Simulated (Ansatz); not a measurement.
Results of PBE0 (Ansatz, a program for electronic structure, plane waves, PAW) for antiferromagnetic bcc Cr.

Settings: plane-wave cutoff 460 eV, 10×10×10 k mesh, Fermi–Dirac smearing 0.05 eV, spin-polarised with opposed moments, scalar-relativistic PAW data made under PBE.

Cell (relaxed at this level):

```yaml
crystal:
  lattice:
    - [3.04482, 0.00000, 0.00000]
    - [0.00000, 3.04482, 0.00000]
    - [0.00000, 0.00000, 3.04482]
  atoms:
    - { symbol: Cr, position: [0.00000, 0.00000, 0.00000], spin: 1.5 }
    - { symbol: Cr, position: [0.50000, 0.50000, 0.50000], spin: -1.5 }
```

Give the computed bulk modulus, magnetic moment (largest site, within a sphere) and pressure derivative B′ of the bulk modulus.


bulk modulus: 101 GPa
magnetic moment (largest site, within a sphere): 3.15 μB
pressure derivative B′ of the bulk modulus: 5.0

Measured, for comparison: bulk modulus 194 GPa (corrected for temperature and zero-point phonon effects, our sources range from 174 to 205; as tabulated in Levämäki et al. (2014), arXiv:1402.3671). Computed (rounded) less measured: bulk modulus not scored (sources differ).

Note: the cell is over a tenth larger than the published one: the level's own overestimate first of all, though another phase or state, or a fault of the published cell, is possible; the commensurate order stands in for chromium's spin-density wave, and the size of the moments varies much between levels; the collinear magnetic order is the start's and need not be the measured one.

Spins in the cell block are starting values.

Moments are spin moments.

Computed values are for the static lattice.

The result took very roughly 60 core-minutes.
